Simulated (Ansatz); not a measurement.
bcc Ta was calculated with r²SCAN (PAW; Ansatz, an electronic-structure program).

Run with plane-wave cutoff 560 eV, 24×24×24 k mesh, Fermi–Dirac smearing 0.05 eV, scalar-relativistic PAW data made under PBE.

Cell (relaxed at this level):

```xyz
1
Lattice="-1.6524 1.6524 1.6524 1.6524 -1.6524 1.6524 1.6524 1.6524 -1.6524" Properties=species:S:1:pos:R:3 pbc="T T T"
Ta     0.0000     0.0000     0.0000
```

### Question
What does this level give for the bulk modulus B0 and pressure derivative B′ of the bulk modulus?

### Answer

- bulk modulus B0 = 201 GPa
- pressure derivative B′ of the bulk modulus = 3.8

The run finds no gap.

Measured, for comparison: bulk modulus 198 GPa (corrected for temperature and zero-point phonon effects, our sources range from 194 to 203; as tabulated in Levämäki et al. (2014), arXiv:1402.3671). Computed (rounded) less measured: bulk modulus +2 % (inside the range of the sources held).

Spin–orbit coupling is not included.

The computed numbers hold no vibrational or temperature effects.

The result took about 90 core-seconds (a rough figure).
